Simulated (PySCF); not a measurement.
## Dipole moment and polarisability of `CC(C)Cl`

Species: C₃H₇Cl.
Cartesian coordinates in Å at the PBE0-D3(BJ)/def2-SVP level; atoms count from 1:
```xyz
11
C3H7Cl angstrom
C     -1.129    0.248   -0.489
C      0.246    0.878   -0.433
C      1.315   -0.041    0.117
Cl     0.722    1.412   -2.096
H     -1.868    0.947   -0.905
H     -1.451   -0.039    0.525
H     -1.116   -0.656   -1.117
H      0.211    1.808    0.153
H      1.066   -0.329    1.151
H      2.298    0.451    0.121
H      1.389   -0.957   -0.489
```

Level: CAM-B3LYP/def2-SVPD (PySCF), static field, nuclei fixed, core orbitals frozen in the response. The polarisability tensor in these axes (au):

```
x   53.40  1.05 -1.68
y    1.05 49.87 -5.66
z   -1.68 -5.66 56.91
```

Diagonalise the tensor; give its mean and Δα, where Δα² is half the sum of the squared differences of the eigenvalues.

Principal values 46.73, 52.86 and 60.60 au; mean 53.40 au = 7.91 Å³ = 8.80 × 10⁻⁴⁰ C²·m²/J; Δα = 12.04 au (23 % of the mean).

What is the dipole moment, and where does it point?

(-0.60, -0.78, 2.06) D, 2.29 D in size, pointing from the negative to the positive side. Measured along this direction, the outermost atoms are Cl4 at the negative end and H6 and H9 at the positive end.

Form Σ f/ω² (atomic units) for the 6 lowest TDDFT singlets, given as eV and f, and set it beside the mean polarisability, which is this sum over all singlets: 7.33, 0.0006; 7.37, 0.0012; 8.19, 0.0425; 8.22, 0.0587; 9.04, 0.0136; 9.04, 0.0592.

They add up to 1.80 au, 3.4 % of the 53.40 au; the largest single term is 0.64 au, from the state at 8.22 eV. Terms in order: 0.01, 0.02, 0.47, 0.64, 0.12, 0.54 au. Higher excitations give the rest. The strengths listed sum to 0.176.

What molar refraction does this α imply?

Lorentz–Lorenz: R = (4π/3)N_A α = 2.5225 cm³/(mol·Å³) × 7.91 Å³ = 20.0 cm³/mol, in the limit of long wavelengths.

What are the principal values of the traceless quadrupole moment, Θ = ½Σq(3rr − r²1), about the centre of nuclear charge?

-1.63, 0.71, 0.92 D·Å. The values depend on the origin, since the dipole doesn't vanish. The electronic extent ⟨r²⟩ about the same centre is 428 bohr², a root-mean-square distance of 1.69 Å for the 42 electrons.

Find the Langevin capture rate constant for H3O+ (19.018 u) meeting this molecule (78.024 u), k = 2.342 × 10⁻⁹ cm³/s × √(α in Å³ / reduced mass in u).

The reduced mass is 15.29 u, so k = 1.68 × 10⁻⁹ cm³/s. The formula leaves out the permanent dipole, which adds to the capture rate.

Geometry: PBE0-D3(BJ)/def2-SVP; no solvent, vibrations or thermal averaging.
